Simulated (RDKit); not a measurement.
RDKit input (UFF):

```python
from rdkit import Chem
from rdkit.Chem import AllChem, rdDetermineBonds

mol = Chem.MolFromXYZFile('mol.xyz')
rdDetermineBonds.DetermineBonds(mol, charge=0)
print('SMILES', Chem.MolToSmiles(Chem.RemoveHs(mol)))
ff = AllChem.UFFGetMoleculeForceField(mol)
e0 = ff.CalcEnergy()
flag = ff.Minimize(maxIts=5000, forceTol=1e-5)
print(f'energy {e0:.4f} -> {ff.CalcEnergy():.4f} kcal/mol, converged: {flag == 0}')
print(Chem.MolToXYZBlock(mol))
```
mol.xyz:
```
3

C     -0.00000000    -0.00000000    -0.49689011
N      0.00000000     0.00000000     0.64927938
H     -0.00000000    -0.00000000    -1.56361504
```

Output:

```
SMILES C#N
energy 0.1519 -> 0.0000 kcal/mol, converged: True
3

C      0.000000    0.000000   -0.503314
N      0.000000    0.000000    0.653836
H      0.000000    0.000000   -1.561747
```

The geometry given is a B3LYP-D3(BJ)/def2-TZVP minimum.
